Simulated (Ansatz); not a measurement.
Geometry optimisation, Ansatz 0.2.0, RKS PBE0-D4/6-31G*.

The input (input.yaml):

```yaml
crystal:
  periodic: [false, false, false]
  atoms:
    - { symbol: Al, position_ang: [0.026056, -0.570263, -0.346155] }
    - { symbol: H, position_ang: [-0.013695, 0.265194, 2.284077] }
    - { symbol: H, position_ang: [1.306499, 0.357343, -0.574188] }
    - { symbol: C, position_ang: [-1.732115, 0.001413, -1.006532] }
    - { symbol: H, position_ang: [-2.536788, -0.698472, -0.747449] }
    - { symbol: H, position_ang: [-2.015891, 0.995734, -0.635747] }
    - { symbol: H, position_ang: [-1.710054, 0.07385, -2.104829] }
    - { symbol: Si, position_ang: [0.192927, -2.686007, 0.669955] }
    - { symbol: H, position_ang: [-0.539036, -3.728017, -0.118362] }
    - { symbol: H, position_ang: [1.579571, -3.205807, 0.882279] }
    - { symbol: H, position_ang: [-0.459759, -2.690095, 2.01891] }
    - { symbol: H, position_ang: [0.008486, -0.408573, 2.05424] }
basis:
  gaussian: { orbitals: "6-31G*" }
hamiltonian:
  xc: pbe0
  dispersion: d4
relax:
  f_tol: 0.03
  max_steps: 50
output:
  orbitals: {}
```

Command:

```bash
$ ansatz run input.yaml --threads 1 --pin off --max-ram 2048MiB --backend cpu --events-out ev --progress --plain --runs-dir out
```

Q: Where does it end, and by what steps?

A: The run converged. The force dipped under the threshold on the way, but the program's further checks kept it going. After 22 steps the energy has fallen by 0.174 eV; H5 moved furthest, 0.62 Å.

```json
{"step": "0", "energy less start (eV)": "0.0000", "largest force component (eV/Å)": "1.500", "accepted": "yes"}
{"step": "1", "energy less start (eV)": "-0.1254", "largest force component (eV/Å)": "0.326", "accepted": "yes"}
{"step": "2", "energy less start (eV)": "-0.1399", "largest force component (eV/Å)": "0.523", "accepted": "yes"}
{"step": "3", "energy less start (eV)": "-0.1545", "largest force component (eV/Å)": "0.113", "accepted": "yes"}
{"step": "4", "energy less start (eV)": "-0.1493", "largest force component (eV/Å)": "0.427", "accepted": "no"}
{"step": "5", "energy less start (eV)": "-0.1599", "largest force component (eV/Å)": "0.233", "accepted": "yes"}
{"step": "6", "energy less start (eV)": "-0.1654", "largest force component (eV/Å)": "0.064", "accepted": "yes"}
{"step": "7", "energy less start (eV)": "-0.1654", "largest force component (eV/Å)": "0.079", "accepted": "no"}
{"step": "8", "energy less start (eV)": "-0.1681", "largest force component (eV/Å)": "0.037", "accepted": "yes"}
{"step": "9", "energy less start (eV)": "-0.1688", "largest force component (eV/Å)": "0.081", "accepted": "yes"}
{"step": "10", "energy less start (eV)": "-0.1693", "largest force component (eV/Å)": "0.091", "accepted": "yes"}
{"step": "11", "energy less start (eV)": "-0.1695", "largest force component (eV/Å)": "0.076", "accepted": "yes"}
{"step": "12", "energy less start (eV)": "-0.1708", "largest force component (eV/Å)": "0.038", "accepted": "yes"}
{"step": "13", "energy less start (eV)": "-0.1712", "largest force component (eV/Å)": "0.046", "accepted": "yes"}
{"step": "14", "energy less start (eV)": "-0.1715", "largest force component (eV/Å)": "0.066", "accepted": "yes"}
{"step": "15", "energy less start (eV)": "-0.1718", "largest force component (eV/Å)": "0.035", "accepted": "yes"}
{"step": "16", "energy less start (eV)": "-0.1722", "largest force component (eV/Å)": "0.016", "accepted": "yes"}
{"step": "17", "energy less start (eV)": "-0.1722", "largest force component (eV/Å)": "0.057", "accepted": "no"}
{"step": "18", "energy less start (eV)": "-0.1725", "largest force component (eV/Å)": "0.024", "accepted": "yes"}
{"step": "19", "energy less start (eV)": "-0.1727", "largest force component (eV/Å)": "0.061", "accepted": "yes"}
{"step": "20", "energy less start (eV)": "-0.1730", "largest force component (eV/Å)": "0.056", "accepted": "yes"}
{"step": "21", "energy less start (eV)": "-0.1733", "largest force component (eV/Å)": "0.025", "accepted": "yes"}
{"step": "22", "energy less start (eV)": "-0.1737", "largest force component (eV/Å)": "0.008", "accepted": "yes"}
```

```xyz
12
Properties=species:S:1:pos:R:3
Al 0.011 -0.596 -0.220
H 0.025 0.604 1.773
H 1.324 0.298 -0.410
C -1.733 0.066 -0.837
H -2.570 -0.331 -0.251
H -1.793 1.161 -0.820
H -1.903 -0.245 -1.877
Si 0.237 -2.901 0.611
H -0.142 -3.898 -0.440
H 1.619 -3.254 1.059
H -0.669 -3.168 1.774
H -0.299 -0.030 2.014
```

Whether the end is a true minimum wasn't checked by a vibrational analysis.

Time of the run: 81 s on 1 thread of Arm Neoverse V1, on a shared host, peak memory 0.15 GiB.
